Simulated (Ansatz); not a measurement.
Write a Python script for Ansatz's Python interface that makes a composite energy at a relaxed geometry of AlCl2, SMILES [Cl][Al][Cl]. Level of theory (for the species named): r2SCAN, def2-SVP basis, multiplicity 2, D4 dispersion.

The script reads `alcl2.xyz`:
```text
3

Cl    1.47060    0.93230    0.89750
Al   -0.46350    0.54180   -0.19190
Cl   -1.01800   -1.53890   -0.71880
```

`alcl2_composite.py`
```python
import itertools

import ansatz as az
from ase.data import atomic_numbers, covalent_radii
import numpy as np

molecule = az.Crystal.molecule_from_extxyz("alcl2.xyz")

base = molecule.calculation()
base = base.basis(gaussian="def2-SVP").functional("r2scan", dispersion="d4")
base = base.spin("collinear", total=1)
symbols = [site.symbol for site in molecule.cartesian_sites]
start = np.array([site.position_ang for site in molecule.cartesian_sites], dtype=float)
r = base.relax(force_tolerance=0.01, max_steps=100).run().report
end = np.array(r["positions_ang"])
radius = [covalent_radii[atomic_numbers[s]] for s in symbols]
span = lambda where, i, j: np.linalg.norm(where[i] - where[j])
bonded = [(i, j) for i, j in itertools.combinations(range(len(symbols)), 2) if min(span(start, i, j), span(end, i, j)) < 1.2 * (radius[i] + radius[j])]
print("pair        before    after (A)")
for i, j in bonded:
    print(f"{symbols[i]}{i}-{symbols[j]}{j}".ljust(10), f"{span(start, i, j):8.4f} {span(end, i, j):8.4f}")

minimum = az.Crystal.molecule()
for symbol, place in zip(symbols, end):
    minimum = minimum.atom(symbol, place.tolist())
at_minimum = minimum.calculation().spin("collinear", total=1)
level = lambda method, basis: at_minimum.basis(gaussian=basis).correlation(method).run().report
small, large, cluster = level("mp2", "cc-pVDZ"), level("mp2", "cc-pVTZ"), level("ccsd_t", "cc-pVDZ")
corr = lambda each: (each["free_energy_ev"] - each["reference_energy_ev"]) / 27.211386246
mp2_limit = (27 * corr(large) - 8 * corr(small)) / 19
pieces = {"HF / cc-pVTZ": large["reference_energy_ev"] / 27.211386246, "MP2 correlation, DZ-TZ limit": mp2_limit, "CCSD(T) - MP2 / cc-pVDZ": corr(cluster) - corr(small)}
for name, value in pieces.items():
    print(f"{name:32s} {value:14.6f} Ha")
print(f"{'sum':32s} {sum(pieces.values()):14.6f} Ha")
print("T1 diagnostic", round(cluster["correlation"]["coupled_cluster"]["t1_diagnostic"], 4))
```

`python alcl2_composite.py` gives:
```text
pair        before    after (A)
Cl0-Al1      2.2539   2.1141
Al1-Cl2      2.2168   2.1141
HF / cc-pVTZ                       -1161.091474 Ha
MP2 correlation, DZ-TZ limit          -0.470586 Ha
CCSD(T) - MP2 / cc-pVDZ               -0.033880 Ha
sum                                -1161.595940 Ha
T1 diagnostic 0.0134
```

What to keep in mind:
- The settings weren't tested for convergence.
- The sum leaves out core correlation, relativity, the Hartree-Fock basis error and zero-point energy; a DZ-TZ extrapolation is rough.
- The species is open-shell (spin multiplicity 2).
- Inner cores stay frozen, so this is valence correlation.
- For Al to Cl the sets with a tight d function, cc-pV(X+d)Z, are usual.
- It ran for 34 s on 1 thread of Arm Neoverse V1, with other jobs on the host, peak memory 0.26 GiB.

(Lines on the test bed's own set-up are left out of the output.)
